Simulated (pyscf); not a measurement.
# Four-centre exchange: `[GeH3][AsH2]` + `[SiH4]` -> `[SiH3][AsH][GeH3]` + `[H][H]`

Gas phase, singlet surface, charge 0. Bonds broken: As1–H3, Si8–H9. Bonds formed: As1–Si8, H3–H9. Optimised with ωB97X-D3(BJ)/def2-SVP in PySCF.

Transition state (Å):

```xyz
12

As    -0.7054    -1.4268     0.3403
Ge     0.9981     0.0584     1.0885
H     -1.8586    -0.6118    -0.9326
H     -1.5317    -1.3824     1.6115
H      1.8384    -0.5993     2.1948
H      0.4182     1.3820     1.6254
H      1.9020     0.3654    -0.1171
Si    -2.0130     0.9794    -0.3173
H     -2.3970    -0.0860    -1.6050
H     -3.2864     1.6675    -0.7272
H     -2.0142     1.1747     1.1661
H     -0.8291     1.5613    -0.9925
```

One imaginary mode, 1570i cm⁻¹; descent along it reached the two sides named.

```csv
bond,change,reactant side (Å),saddle,product side
As1–H3,breaks,1.519,1.901,3.2
Si8–H9,breaks,1.491,1.715,3.4
As1–Si8,forms,4.3,2.8,2.349
H3–H9,forms,2.8,1.009,0.761
```

Electronic energies relative to the separated reactants (kcal/mol):

```json
[
 {"level": "ωB97X-D3(BJ)/def2-TZVP", "barrier": "60.5", "reaction energy": "-7.6", "reverse barrier": "68.1"},
 {"level": "PBE/def2-TZVP", "barrier": "54.2", "reaction energy": "-3.6", "reverse barrier": "57.8"},
 {"level": "r²SCAN/def2-TZVP", "barrier": "56.6", "reaction energy": "-4.1", "reverse barrier": "60.8"},
 {"level": "B3LYP-D3(BJ)/def2-TZVP", "barrier": "60.2", "reaction energy": "-3.3", "reverse barrier": "63.5"},
 {"level": "PBE0-D3(BJ)/def2-TZVP", "barrier": "55.7", "reaction energy": "-4.8", "reverse barrier": "60.5"},
 {"level": "M06-2X/def2-TZVP", "barrier": "61.3", "reaction energy": "-4.7", "reverse barrier": "66.0"},
 {"level": "ωB97M-D3(BJ)/def2-TZVP", "barrier": "63.1", "reaction energy": "-2.2", "reverse barrier": "65.4"},
 {"level": "HF/def2-TZVP", "barrier": "86.4", "reaction energy": "+4.2", "reverse barrier": "82.2"}
]
```

With ωB97M-D3(BJ)/def2-TZVP energies and thermal terms (ideal gas, 1 atm, RRHO with modes under 100 cm⁻¹ raised to 100, one conformer, R ln 2 for chiral ones without a mode under 150 cm⁻¹), in kcal/mol:

```tsv
T (K)	ΔH‡	ΔG‡	ΔH	ΔG
298	62.7	72.7	-3.3	-1.9
600	63.1	82.8	-1.8	-1.2
900	63.8	92.6	-0.9	-1.0
1200	64.5	102.0	-0.3	-1.2
```

At the saddle there is also a short H–Si contact that neither side keeps. One saddle was located; it need not be the lowest between these sides. Elements up to Kr have no core potential and no relativistic terms here.
